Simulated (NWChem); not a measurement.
# AlH (SMILES [AlH]): levels of theory compared

Aim: a comparison of 4 runs (HF/STO-3G, HF/def2-TZVP, B3LYP/6-31G*, PBE0/def2-SVP) of AlH. 

The results are computed with NWChem 7.3.0.

20 further runs of the same task are left out: 20 set aside as unsound or not needed. Runs told in other sessions of the task aren't counted.

### Step 1. The structure to begin with

AlH: 2 atoms, total charge 0, spin state singlet. SMILES: `[AlH]`. The shape is that of a PBE0-D4/def2-TZVP optimisation.

Bond lengths: Al1–H2 1.665 Å.

### Step 2. Energy and gradient at HF/STO-3G (run 1)

alh.xyz

```xyz
2
AlH gradient
Al     0.000000     0.000000    -0.025640
H      0.000000     0.000000     1.639110
```

run.py

```python
from ase.io import read
from ase.calculators.nwchem import NWChem

atoms = read('alh.xyz')

calc = NWChem(
    label='alh',
    theory='scf',
    memory='2200 mb',
    basis='STO-3G',
    basispar='spherical bse',
    scf={'nopen': '0', 'rhf': None, 'thresh': '1e-08', 'maxiter': '80'},
)
atoms.calc = calc

forces = atoms.get_forces()
print("Total energy (eV):", round(atoms.get_potential_energy(), 6))
print("forces (eV/A):")
for s, f in zip(atoms.symbols, forces):
    print(f"{s:2s} {f[0]:10.5f} {f[1]:10.5f} {f[2]:10.5f}")
print("dipole (e A):", atoms.get_dipole_moment().round(4))
```

Launch:

```
$ export ASE_NWCHEM_COMMAND="nwchem PREFIX.nwi > PREFIX.nwo"
$ python run.py
```

The log of the run:

```text
Total energy (eV): -6516.985293
forces (eV/A):
Al   -0.00000    0.00000    1.88323
H     0.00000   -0.00000   -1.88323
dipole (e A): [ 0.     -0.     -0.2722]
```

The calculator wrote alh.nwi:

```
title "alh"

permanent_dir alh

scratch_dir alh

start alh

geometry units angstrom nocenter noautosym noautoz
  Al 0.0000000000000000e+00 0.0000000000000000e+00 -2.5640000000000000e-02
  H  0.0000000000000000e+00 0.0000000000000000e+00 1.6391100000000001e+00
end

memory 2200 mb

basis spherical bse noprint
   * library STO-3G
end

scf
  nopen 0
  rhf
  thresh 1e-08
  maxiter 80
end

task scf gradient
```

alh.nwo, shortened:

```text
[...]
      One-electron energy =   -344.639236329565
[... 1 line left out ...]
 Nuclear repulsion energy =      4.132334727134
[... 18 lines left out ...]
                       ROHF Final Molecular Orbital Analysis
[... 80 lines left out ...]
       Multipole analysis of the density wrt the origin
[...]
  wavefunction    =   RHF
                         RHF ENERGY GRADIENTS
    atom               coordinates                        gradient
                 x          y          z           x          y          z
   1 Al      0.000000   0.000000  -0.048453    0.000000  -0.000000  -0.036623
   2 H       0.000000   0.000000   3.097469   -0.000000   0.000000   0.036623
[...]
```

It took 1.5 s on 1 thread of Intel Xeon Platinum 8259CL at 2.50GHz (Skylake/Cascade Lake), shared host; peak memory 0.099 GiB.

### Step 3. Energy and forces at HF/def2-TZVP (run 2)

test.nw

```
start test
title "AlH hf"
memory total 2200 mb

geometry units angstroms noautosym nocenter noautoz
 Al     0.000000     0.000000    -0.025640
 H      0.000000     0.000000     1.639110
end

basis spherical bse
 * library def2-TZVP
end

scf
 singlet
 rhf
 thresh 1e-08
 maxiter 80
 print medium
end

task scf gradient
```

Launch:

```
$ nwchem test.nw > test.out
```

The log of the run:

```text
[...]
  functions       =    43
[...]
  wavefunction    = RHF
[...]
         Total SCF energy =   -242.457634110526
      One-electron energy =   -345.569106064527
      Two-electron energy =     98.979137226867
 Nuclear repulsion energy =      4.132334727134
        Time for solution =      2.2s
[...]
                         RHF ENERGY GRADIENTS
    atom               coordinates                        gradient
                 x          y          z           x          y          z
   1 Al      0.000000   0.000000  -0.048453    0.000000  -0.000000  -0.003550
   2 H       0.000000   0.000000   3.097469   -0.000000   0.000000   0.003550
[...]
```

Wall time 3.3 s (1 thread of Intel Xeon Platinum 8259CL at 2.50GHz (Skylake/Cascade Lake), shared host); peak memory 0.1 GiB.

Run 3 isn't shown in full; the table further down has it.

### Step 4. Energy and gradient at PBE0/def2-SVP (run 4)

run.py

```python
from ase import Atoms
from ase.calculators.nwchem import NWChem

system = Atoms(['Al', 'H'], positions=[
    [-0.000000, 0.000000, -0.025640],
    [0.000000, -0.000000, 1.639110],
])

calc = NWChem(
    label='alh',
    theory='dft',
    memory='2200 mb',
    basis='def2-SVP',
    basispar='spherical bse',
    dft={'xc': 'pbe0', 'mult': '1', 'grid': 'xfine', 'convergence': 'energy 1e-08', 'iterations': '100', 'mulliken': None},
)
system.calc = calc

forces = system.get_forces()
print("Total energy (eV):", round(system.get_potential_energy(), 6))
print("forces (eV/A):")
for s, f in zip(system.symbols, forces):
    print(f"{s:2s} {f[0]:10.5f} {f[1]:10.5f} {f[2]:10.5f}")
print("dipole (e A):", system.get_dipole_moment().round(4))
```

Launch:

```
$ export ASE_NWCHEM_COMMAND="nwchem PREFIX.nwi > PREFIX.nwo"
$ python run.py
```

The log of the run:

```text
Total energy (eV): -6606.22862
forces (eV/A):
Al    0.00000    0.00000   -0.02664
H    -0.00000   -0.00000    0.02664
dipole (e A): [-0.    -0.     0.022]
```

The calculator wrote alh.nwi:

```
title "alh"

permanent_dir alh

scratch_dir alh

start alh

geometry units angstrom nocenter noautosym noautoz
  Al -0.0000000000000000e+00 0.0000000000000000e+00 -2.5640000000000000e-02
  H  0.0000000000000000e+00 -0.0000000000000000e+00 1.6391100000000001e+00
end

memory 2200 mb

basis spherical bse noprint
   * library def2-SVP
end

dft
  xc pbe0
  mult 1
  grid xfine
  convergence energy 1e-08
  iterations 100
  mulliken
end

task dft gradient
```

alh.nwo, shortened:

```text
[...]
         Total DFT energy =     -242.774425882553
[...]
  wavefunction    = closed shell
                         DFT ENERGY GRADIENTS
    atom               coordinates                        gradient
                 x          y          z           x          y          z
   1 Al      0.000000   0.000000  -0.048453   -0.000000  -0.000000   0.000518
   2 H       0.000000   0.000000   3.097469    0.000000   0.000000  -0.000518
[...]
```

Run time: 3.9 s. Hardware: 1 thread of Intel Xeon Platinum 8259CL at 2.50GHz (Skylake/Cascade Lake), shared host; peak memory 0.11 GiB.

### Step 5. Overview of the runs

| run | level | iteration cap | module | energy (Eh) | dipole moment (D) | HOMO energy (eV) | LUMO energy (eV) | wall time |
| --- | --- | --- | --- | --- | --- | --- | --- | --- |
| 1 | HF/STO-3G | 80 | scf | -239.494794 | 1.31 | -3.63 | 9.95 | 1.5 s |
| 2 | HF/def2-TZVP | 80 | scf | -242.457634 | 0.01 | -7.87 | 0.82 | 3.3 s |
| 3 | B3LYP/6-31G* (spherical functions) | 100 | dft | -242.981406 | 0.21 | -5.61 | -1.93 | 3 s |
| 4 | PBE0/def2-SVP | 100 | dft | -242.774426 | 0.11 | -5.78 | -1.78 | 3.9 s |

### Step 6. Summary of results

| quantity | value |
| --- | --- |
| run 4: total energy | -242.77443 Eh |
| run 4: dipole moment | 0.11 D |
| run 4: HOMO energy | -5.78 eV |
| run 4: LUMO energy | -1.78 eV |
| run 4: HOMO–LUMO gap | 4.01 eV |
| run 4: largest force on an atom | 0.027 eV/Å |

**Reading.** The dipole moment (its size) runs from 0.01 D (HF/def2-TZVP) to 1.31 D (HF/STO-3G). The two dipoles point in opposite directions. The HOMO–LUMO gap runs from 3.68 eV (B3LYP/6-31G*) to 13.58 eV (HF/STO-3G). The two ends differ in method and basis. Totals of different functionals can't be ranked against each other. In run 1 the basis is minimal, so the values are rough. All runs together took 12 s, the longest 3.9 s.
